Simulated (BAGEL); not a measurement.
# One shape, several levels: SiH3F (SMILES F[SiH3])

We compute a comparison of 6 runs (HF/STO-3G, HF/3-21G, HF/def2-SVP, B3LYP/6-31G, PBE0/def2-SVP, RI-MP2/def2-TZVP) of SiH3F. 

Program for the calculation: BAGEL 1.2.2.

2 further runs of the same task are left out: 1 that didn't finish, 1 set aside as unsound or not needed.

### 1 The molecule

SiH3F has 5 atoms, charge 0, and is taken as a singlet. As SMILES, `F[SiH3]`. The coordinates come from a PBE0-D4/def2-TZVP relaxation.

Bond lengths: F1–Si2 1.600 Å, Si2–H3 1.482 Å, Si2–H4 1.482 Å, Si2–H5 1.482 Å. Angles: F1–Si2–H3 108.3°, F1–Si2–H4 108.3°, F1–Si2–H5 108.3°, H3–Si2–H4 110.6°, H3–Si2–H5 110.6°, H4–Si2–H5 110.6°.

### 2 A single-point energy at HF/STO-3G (run 1)

Input file job.json:

```json
{ "bagel" : [

{
  "title" : "molecule",
  "basis" : "sto-3g",
  "df_basis" : "qzvpp-jkfit",
  "angstrom" : true,
  "geometry" : [
    { "atom" : "F", "xyz" : [      -1.274600,       0.162800,       0.858000 ] },
    { "atom" : "Si", "xyz" : [       0.043300,      -0.019300,      -0.030700 ] },
    { "atom" : "H", "xyz" : [      -0.367800,      -0.192600,      -1.443700 ] },
    { "atom" : "H", "xyz" : [       0.768600,      -1.217900,       0.451600 ] },
    { "atom" : "H", "xyz" : [       0.880500,       1.193400,       0.123400 ] }
  ]
},

{
  "title" : "hf",
  "df" : false
},

{
  "title" : "print",
  "file" : "orbitals.molden",
  "orbitals" : true
}

]}
```

The run is started by

```
$ BAGEL_NUM_THREADS=1 BAGEL job.json > job.out
```

Output:

```text
* using 1 threads per process

  ===============================================================
  ===============================================================

  *** Geometry ***

  { "atom" : "F", "xyz" : [     -2.408645,      0.307647,      1.621385 ] },
  { "atom" : "Si", "xyz" : [      0.081825,     -0.036472,     -0.058015 ] },
  { "atom" : "H", "xyz" : [     -0.695041,     -0.363961,     -2.728198 ] },
  { "atom" : "H", "xyz" : [      1.452444,     -2.301497,      0.853400 ] },
  { "atom" : "H", "xyz" : [      1.663904,      2.255199,      0.233192 ] },

  Number of auxiliary basis functions:      259

  Since a DF basis is specified, we compute 2- and 3-index integrals:
    o Being stored without compression. Storage requirement is 0.001 GB

  Number of basis functions:       17
  Number of electrons      :       26

    * METHOD: MOLECULE                             0.04

  *** RHF ***

  === Nuclear Repulsion ===
    63.0428072243

      * DIIS with orbital gradients will be used.

  === RHF iteration (sto-3g) ===
      0       -385.34206528          0.01942394           0.01
      1       -385.38391875          0.00341854           0.01
      2       -385.38533211          0.00086042           0.01
      3       -385.38546781          0.00016007           0.01
      4       -385.38547377          0.00001653           0.01
      5       -385.38547382          0.00000112           0.01
      6       -385.38547382          0.00000018           0.01
      7       -385.38547382          0.00000005           0.01
      8       -385.38547382          0.00000002           0.01
      9       -385.38547382          0.00000000           0.01
    * SCF iteration converged.

    * Permanent dipole moment:
           (   -0.337655,     0.046598,     0.227621) a.u.

    * METHOD: HF                                   0.13

    * METHOD: PRINT                                0.00

  ===============================================================
```

Wall time 0.3 s (1 thread of Arm Neoverse V1, shared host); peak memory 0.094 GiB.

### 3 A single-point energy at HF/3-21G (run 2)

Input file input.json:

```json
{ "bagel": [

{
  "title": "molecule",
  "basis": "3-21g",
  "df_basis": "qzvpp-jkfit",
  "angstrom": false,
  "geometry": [
    { "atom": "F", "xyz": [ -2.40864492,  0.30764741,  1.62138501 ] },
    { "atom": "Si", "xyz": [  0.08182514, -0.03647171, -0.05801459 ] },
    { "atom": "H", "xyz": [ -0.69504127, -0.36396125, -2.72819761 ] },
    { "atom": "H", "xyz": [  1.45244350, -2.30149745,  0.85340032 ] },
    { "atom": "H", "xyz": [  1.66390385,  2.25519916,  0.23319220 ] }
  ]
},
{
  "title": "hf",
  "df": false
},
{
  "title": "print",
  "file": "orbitals.molden",
  "orbitals": true
}

]}
```

The run is started by

```
$ BAGEL_NUM_THREADS=1 BAGEL input.json > input.out
```

Output:

```text
* using 1 threads per process

  ===============================================================
  ===============================================================

  *** Geometry ***

  { "atom" : "F", "xyz" : [     -2.408645,      0.307647,      1.621385 ] },
  { "atom" : "Si", "xyz" : [      0.081825,     -0.036472,     -0.058015 ] },
  { "atom" : "H", "xyz" : [     -0.695041,     -0.363961,     -2.728198 ] },
  { "atom" : "H", "xyz" : [      1.452443,     -2.301497,      0.853400 ] },
  { "atom" : "H", "xyz" : [      1.663904,      2.255199,      0.233192 ] },

  Number of auxiliary basis functions:      259

  Since a DF basis is specified, we compute 2- and 3-index integrals:
    o Being stored without compression. Storage requirement is 0.002 GB

  Number of basis functions:       28
  Number of electrons      :       26

    * METHOD: MOLECULE                             0.04

  *** RHF ***

  === Nuclear Repulsion ===
    63.0428072941

      * DIIS with orbital gradients will be used.

  === RHF iteration (3-21g) ===
      0       -387.94248421          0.03796539           0.01
      1       -388.04817862          0.02063296           0.01
      2       -388.07214898          0.00247672           0.01
      3       -388.07289736          0.00022658           0.01
      4       -388.07290624          0.00003827           0.01
      5       -388.07290654          0.00001061           0.01
      6       -388.07290657          0.00000253           0.01
      7       -388.07290657          0.00000060           0.01
      8       -388.07290657          0.00000026           0.01
      9       -388.07290657          0.00000005           0.01
     10       -388.07290657          0.00000001           0.01
    * SCF iteration converged.

    * Permanent dipole moment:
           (   -0.597441,     0.082478,     0.402747) a.u.

    * METHOD: HF                                   0.15

    * METHOD: PRINT                                0.00

  ===============================================================
```

It took 0.32 s on 1 thread of Arm Neoverse V1, shared host; peak memory 0.094 GiB.

Runs 3 to 5 aren't shown in full; the table further down has their settings and results.

### 4 Energy and gradient at RI-MP2/def2-TZVP (density fitting with qzvpp-jkfit, cc-pv5z-ri for correlation) (run 6)

Input file mp2.json:

```json
{ "bagel" : [

{
  "title" : "molecule",
  "basis" : "def2-tzvp.json",
  "df_basis" : "qzvpp-jkfit",
  "geometry" : [
    { "atom" : "F", "xyz" : [ -2.40864492,  0.30764741,  1.62138501 ] },
    { "atom" : "Si", "xyz" : [  0.08182514, -0.03647171, -0.05801459 ] },
    { "atom" : "H", "xyz" : [ -0.69504127, -0.36396125, -2.72819761 ] },
    { "atom" : "H", "xyz" : [  1.45244350, -2.30149745,  0.85340032 ] },
    { "atom" : "H", "xyz" : [  1.66390385,  2.25519916,  0.23319220 ] }
  ]
},
{
  "title" : "force",
  "method" : [
    {
      "title" : "mp2",
      "ncore" : 6,
      "aux_basis" : "cc-pv5z-ri"
    }
  ]
}

]}
```

The basis set def2-TZVP is read from a file made from the Basis Set Exchange's data (not shown).

The run is started by

```
$ BAGEL_NUM_THREADS=1 BAGEL mp2.json > mp2.out
```

Output:

```text
* using 1 threads per process

  ===============================================================
  ===============================================================

  *** Geometry ***

[... 31 lines left out ...]
    * SCF iteration converged.
[... 1 line left out ...]
    * Permanent dipole moment:
[... 13 lines left out ...]
      MP2 correlation energy:   -0.3725446302
[... 1 line left out ...]
    * Permanent dipole moment: MP2 unrelaxed
[... 10 lines left out ...]
    * Permanent dipole moment: MP2 relaxed
[... 2 lines left out ...]
  * Nuclear energy gradient

    o Atom   0
        x          0.0016737093
        y         -0.0002330756
        z         -0.0011307073
    o Atom   1
        x         -0.0039498829
        y          0.0005593468
        z          0.0027081385
    o Atom   2
        x         -0.0010583171
        y         -0.0003857978
        z         -0.0031751844
    o Atom   3
        x          0.0015396276
        y         -0.0027150498
        z          0.0011719244
    o Atom   4
        x          0.0017948631
        y          0.0027745765
        z          0.0004258288

    * METHOD: FORCE                                3.39

  ===============================================================
```

Run time: 3.6 s. Hardware: 1 thread of Arm Neoverse V1, shared host; peak memory 0.19 GiB.

### 5 Overview of the runs

```
run                                                                            level  integral approximation      task  energy (Eh)  dipole moment (D)  wall time
  1                                                                        HF/STO-3G                    none    energy  -385.385474               1.04      0.3 s
  2                                                                         HF/3-21G                    none    energy  -388.072907               1.84     0.32 s
  3                                                                      HF/def2-SVP                    none    energy  -389.991593               1.59     0.86 s
  4                                   B3LYP/6-31G (density fitting with qzvpp-jkfit)             qzvpp-jkfit  gradient  -391.106942               2.01      1.9 s
  5                                 PBE0/def2-SVP (density fitting with qzvpp-jkfit)             qzvpp-jkfit  gradient  -390.781711               1.33      2.3 s
  6  RI-MP2/def2-TZVP (density fitting with qzvpp-jkfit, cc-pv5z-ri for correlation)             qzvpp-jkfit  gradient  -390.604025               1.26      3.6 s
```

### 6 Outcome

| quantity | value |
| --- | --- |
| run 6: total energy | -390.60403 Eh |
| run 6: dipole moment (of the density that the program reports) | 1.26 D |
| run 6: correlation energy (6 core orbitals frozen) | -372.5 mEh |
| run 6: largest force on an atom | 0.248 eV/Å |

What this shows: The dipole moment (its size) runs from 1.04 D (HF/STO-3G) to 2.01 D (B3LYP/6-31G). The two ends differ in method and basis. Over runs 1, 2, 3 the HOMO–LUMO gap runs from 17.26 eV (HF/def2-SVP) to 23.91 eV (HF/STO-3G). Totals of different functionals can't be ranked against each other. In run 1 the basis is minimal, so the values are rough. All runs together took 9.3 s, the longest 3.6 s.
